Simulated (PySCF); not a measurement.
# Nuclear quadrupole coupling in hydrogen peroxide

Hydrogen peroxide, H₂O₂.
Z-matrix (Å and degrees, PBE0-D3(BJ)/def2-SVP geometry), rows numbered from 1:
```
O 
O   1  1.4184
H   1  0.9668  2  100.98
H   2  0.9668  1  100.96  3  -118.56
```

Field gradients from the PBE0/pcSseg-1 density (PySCF, non-relativistic), principal values in atomic units, ordered |Vxx| ≤ |Vyy| ≤ |Vzz|:

| atom | Vxx | Vyy | Vzz |
| --- | --- | --- | --- |
| O1 | -0.0239 | -2.9294 | 2.9533 |
| O2 | -0.0237 | -2.9296 | 2.9533 |

Task: Find the asymmetry η = (Vxx − Vyy)/Vzz and the couplings χ = eQV/h (234.96 MHz × Q in barn × V in au), with Q(17O) = −0.0256 b.

Result: 
```csv
atom,environment,nucleus,η,χzz (MHz),χxx (MHz),χyy (MHz)
O1,peroxide oxygen,17O,0.98,-17.76,0.14,17.62
O2,peroxide oxygen,17O,0.98,-17.76,0.14,17.62
```

At O1 and O2 η is above 0.9: Vyy and Vzz are nearly equal in size and opposite in sign, so a small change could swap them and flip the sign of χzz. 

Task: What is Vzz at O1 in SI units (1 au = 9.71736 × 10²¹ V/m²)?

Result: 2.9533 au = 28.699 × 10²¹ V/m².

Task: What couplings would deuterons (Q(2H) = 0.00286 b) have in place of the hydrogens, at this geometry?

Result: 
```tsv
atom	bonded to	bond length (Å)	Vzz (au)	η	χzz (kHz)
H3	O1	0.967	0.4480	0.22	301
H4	O2	0.967	0.4479	0.22	301
```

Isolated species at its PBE0-D3(BJ)/def2-SVP geometry, gas phase. With a basis this small, the couplings can be 20 % off.
